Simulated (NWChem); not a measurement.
System: butadiene (C$_{4}$H$_{6}$); SMILES C=CC=C

```xyz
10

C     -0.1182     1.8485     0.0000
C      0.3978     0.6108     0.0000
C     -0.3978    -0.6108     0.0000
C      0.1182    -1.8485     0.0000
H     -1.1930     2.0170     0.0000
H      0.5131     2.7320     0.0000
H      1.4805     0.4813     0.0000
H     -1.4805    -0.4813     0.0000
H     -0.5131    -2.7320     0.0000
H      1.1930    -2.0170     0.0000
```
Atoms are numbered in this order, from 1.

All runs: NWChem. Coordinates come from a B3LYP/6-31G* (spherical d) optimisation. Vertical excitations in the gas phase.

Task: Predict the results for PBE/aug-cc-pVDZ, TDA. Quantities: lowest excitation, singlet (eV); lowest state with f > 0.02, singlet (eV); orbital gap (eV).

Result: The lowest excitation, singlet (eV) is 5.57 and the lowest state with f > 0.02, singlet (eV) comes out as 5.86. The orbital gap (eV) is 3.95.
